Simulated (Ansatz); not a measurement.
**Multireference treatment of H2N2, singlet**

Program: Ansatz, Gaussian basis, development build. Basis cc-pVDZ, nonrelativistic, 2 orbitals frozen in the corrections. State-specific CASSCF; RHF is the lowest restricted (open-shell) Hartree–Fock solution met. No symmetry is imposed, so a solution can break that of the shape. The lowest solution met needn't be the lowest there is, nor hold the orbitals that a chemist would pick.

Geometry:

```xyz
4

N     0.0000    0.0001   -0.6651
N     0.0000   -0.0001    0.6651
H     0.0000    1.0754   -0.9873
H     0.0000   -1.0754    0.9873
```

Problem. What do CASSCF and its corrections give against RHF in CAS(2,2), and what are the occupations?

Solution. CASSCF -1.347 eV, SC-NEVPT2 -9.458 eV; occupations 1.85, 0.15.
